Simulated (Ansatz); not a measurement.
Input for Ansatz (development build ahead of 0.2.0):

```yaml
crystal:
  periodic: [false, false, false]
  atoms:
    - { symbol: Si, position_ang: [0.0, 0.0, -1.07938] }
    - { symbol: Si, position_ang: [0.0, 0.0, 1.07938] }
    - { symbol: H, position_ang: [0.0, -1.29128, -1.55454] }
    - { symbol: H, position_ang: [-1.11828, 0.64564, -1.55454] }
    - { symbol: H, position_ang: [1.11828, 0.64564, -1.55454] }
    - { symbol: H, position_ang: [0.0, 1.29128, 1.55454] }
    - { symbol: H, position_ang: [-1.11828, -0.64564, 1.55454] }
    - { symbol: H, position_ang: [1.11828, -0.64564, 1.55454] }
basis:
  gaussian: { orbitals: def2-TZVP }
hamiltonian:
  xc: hf
```

The input is written out in the form of the current development build from the run's settings.

Results

```
Converged                       : yes
Total energy                    : -581.32618 hartree
Spin squared of the determinant : 0.000
```

Caution: no unrestricted run beside it, a lower state can exist.
